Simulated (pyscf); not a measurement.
PySCF, gas phase, ωB97X-D3(BJ)/def2-SVP geometries.

Estimate the classical barrier height and the reaction energy of H₂N–Si(OH)(Cl)–Cl (SMILES N[Si](O)(Cl)Cl) -> O=Si(Cl)–Cl (SMILES O=[Si](Cl)Cl) + NH₃ (SMILES N) at ωB97M-D3(BJ)/def2-TZVP. The step runs on the singlet surface, breaks H–O, N–Si and forms H–N; take the reactant's lowest minimum found as zero.

ΔE‡ = 1.79 eV, ΔE = +2.81 eV. Zero-point energy shifts the barrier by -0.06 eV. It is an elimination, with an imaginary mode of 1442i cm⁻¹. On the reactant side the descent ends in a point that may be a rotor saddle (no frequency run), 0.05 eV over the lowest minimum found and 1.77 eV under the saddle at ωB97X-D3(BJ)/def2-TZVP. On the product side the descent ends in an adduct with a N–Si contact, 1.69 eV under the separated species and 0.64 eV under the saddle at ωB97X-D3(BJ)/def2-TZVP. At ωB97M-D3(BJ) the saddle lies under the separated products, which points to a path from their complex (located at ωB97X-D3(BJ) alone), and parting the products costs more than the saddle. What is counted as broken (N–Si) persists as a longer contact in the product adduct; parting that adduct is a step of its own. This is the saddle that the search found; another between the same sides may lie lower.
